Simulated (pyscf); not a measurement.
9 group-13 steps of one kind (substitution at C, radical): barrier in eV, from the separated reactants or the lowest minimum found. Optimised with ωB97X-D3(BJ)/def2-SVP in PySCF. Functionals in def2-TZVP; the last column is ωB97M-D3(BJ)/def2-TZVP. Rows were drawn at random from the steps of this kind and element class whose saddle was verified and whose references are stable.

```csv
step,PBE,B3LYP-D3(BJ),M06-2X,ωB97M-D3(BJ)
`[CH3][In]([NH2])[NH2]` + `[H]` [doublet] → `[NH2][In][NH2]` [doublet] + `[CH4]`,0.22,0.30,0.55,0.60
`[CH3][Al]([CH3])[NH2]` + `[H]` [doublet] -> `[CH4]` + `[CH3][Al][NH2]` [doublet],0.62,0.79,0.99,1.07
`[CH3][Al]([CH3])[CH3]` + `[H]` [doublet] → `[CH4]` + `[CH3][Al][CH3]` [doublet],0.55,0.71,0.92,1.00
`[CH3][Al]([CH3])[Cl]` + `[CH3]` [doublet] -> `[CH3][CH3]` + `[CH3][Al][Cl]` [doublet],0.94,1.25,1.34,1.49
`[CH3][Al]([CH3])[Cl]` + `[H]` [doublet] -> `[CH4]` + `[CH3][Al][Cl]` [doublet],0.55,0.71,0.92,1.00
`[CH3][GaH2]` + `[CH3]` [doublet] -> `[CH3][CH3]` + `[GaH2]` [doublet],0.83,1.09,1.20,1.32
`[CH3][Al]([CH3])[F]` + `[CH3]` [doublet] → `[CH3][CH3]` + `[CH3][Al][F]` [doublet],0.98,1.29,1.38,1.54
`[CH3][In]([CH3])[NH2]` + `[H]` [doublet] → `[CH4]` + `[CH3][In][NH2]` [doublet],0.24,0.29,0.54,0.59
`[CH3][InH2]` + `[CH3]` [doublet] → `[CH3][CH3]` + `[InH2]` [doublet],0.61,0.81,0.94,1.06
```

Differences from the last column (eV): PBE: mean -0.46, median -0.46, mean size 0.46, lower in 9 of 9; B3LYP-D3(BJ): mean -0.27, median -0.28, mean size 0.27, lower in 9 of 9; M06-2X: mean -0.10, median -0.09, mean size 0.10, lower in 9 of 9. PBE is closest for row 8 (0.36 eV apart) and farthest for row 7 (0.56 eV). PBE, r²SCAN and M06-2X carry no added dispersion term. The last column is a level with limits of its own. Each barrier is that of the saddle found. Elements up to Kr have no core potential and no relativistic terms here. Elements past Kr carry the def2 core potentials, without spin-orbit coupling.
